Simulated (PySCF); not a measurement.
C2H4O2, SMILES COC=O. Heavy atoms are numbered as in [CH3:1][O:2][CH:3]=[O:4]. Hydrogens are named by the atom that carries them.

Geometry: PBE-D3(BJ)/def2-SVP. Other conformers were not sampled.

Method: HF/pcSseg-1 in PySCF.

GIAO shieldings, no solvent; atoms alike by connectivity are averaged. δ = σ(ref) − σ: ¹³C against TMS (σ = 192.6 ppm); ¹⁷O against H2O (σ = 333.0 ppm); ¹H against TMS (σ = 31.99 ppm), references at their B3LYP-D3(BJ)/def2-TZVP geometries, non-relativistic.

| atoms | nucleus | count | δ (ppm) |
|---|---|---|---|
| C3 (CH) | ¹³C | 1 | 174.9 |
| C1 (CH3) | ¹³C | 1 | [?] |
| O4 | ¹⁷O | 1 | [?] |
| O2 | ¹⁷O | 1 | 163.0 |
| H on C3 | ¹H | 1 | [?] |
| H on C1 | ¹H | 3 | 4.23 |

Question: Complete the blanks. (The exact figures need the calculation; the answer reports its results.)

Answer: 
- O4, δ (ppm): 460.0
- C1 (CH3), δ (ppm): 53.2
- H on C3, δ (ppm): 8.28
